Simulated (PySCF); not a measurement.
Compound: C5H7F.
SMILES: `F[C@H]1[C@H]2CC[C@@H]12`

Jobs on this species (13 atoms, 46 electrons) with PySCF (density fitting). Hardware of each: Arm Neoverse V1, one thread, no GPU (shared host). Times come from a shared host and carry two figures at best. Peak memory is the resident size of the whole Python process, interpreter and libraries included.

| level and settings | work | basis functions | SCF cycles | wall time | peak memory |
| --- | --- | --- | --- | --- | --- |
| delta-SCF UKS B3LYP, pcX-2 on the ionised atom, pcseg-1 elsewhere, spin-free X2C | ΔSCF core ionisation, 4 holes | 150 | ? | ? | ? |
| delta-SCF UKS SCAN, pcX-1 on the ionised atom, pcseg-1 elsewhere, spin-free X2C | ΔSCF core ionisation, 4 holes | 129 | ? | ? | ? |
| PBE0-D3(BJ)/def2-SVP, grid level 1 | geometry optimisation from a GFN2-xTB start shaken at random | 119 | ? | ? | ? |
| delta-SCF UKS SCAN, def2-TZVP on the ionised atom, pcseg-1 elsewhere, spin-free X2C | ΔSCF core ionisation, 4 holes | 136 | 66 | 32 s | 0.43 GiB |
| delta-SCF UKS SCAN, pcX-2 on the ionised atom, pcseg-1 elsewhere, spin-free X2C | ΔSCF core ionisation, 4 holes | 150 | 67 | 30 s | 0.51 GiB |
| delta-SCF UKS PBE, pcX-2 on the ionised atom, pcseg-1 elsewhere, spin-free X2C | ΔSCF core ionisation, 4 holes | 150 | 63 | 16 s | 0.50 GiB |
| delta-SCF UKS HF, pcX-2 on the ionised atom, pcseg-1 elsewhere, spin-free X2C | ΔSCF core ionisation, 4 holes | 150 | 60 | 17 s | 0.44 GiB |
| delta-SCF UKS SCAN, pcX-2 on the ionised atom, pcseg-1 elsewhere, non-relativistic | ΔSCF core ionisation, 4 holes | 150 | 67 | 29 s | 0.50 GiB |
| delta-SCF UKS PBE0, pcX-2 on the ionised atom, pcseg-1 elsewhere, spin-free X2C | ΔSCF core ionisation, 4 holes | 150 | 58 | 29 s | 0.64 GiB |

Question: Fill in the missing figures.

Answer: 
- delta-SCF UKS B3LYP, pcX-2 on the ionised atom, pcseg-1 elsewhere, spin-free X2C; ΔSCF core ionisation, 4 holes: 33 s, 0.57 GiB, 58 SCF cycles
- delta-SCF UKS SCAN, pcX-1 on the ionised atom, pcseg-1 elsewhere, spin-free X2C; ΔSCF core ionisation, 4 holes: 23 s, 0.41 GiB, 66 SCF cycles
- PBE0-D3(BJ)/def2-SVP, grid level 1; geometry optimisation from a GFN2-xTB start shaken at random: 39 s, 0.50 GiB, 31 SCF cycles

Question: What do all jobs in the table cost together?

Answer: About 4.1 min; the longest takes about 16 % of that, and about 2.4 times as long as the shortest.
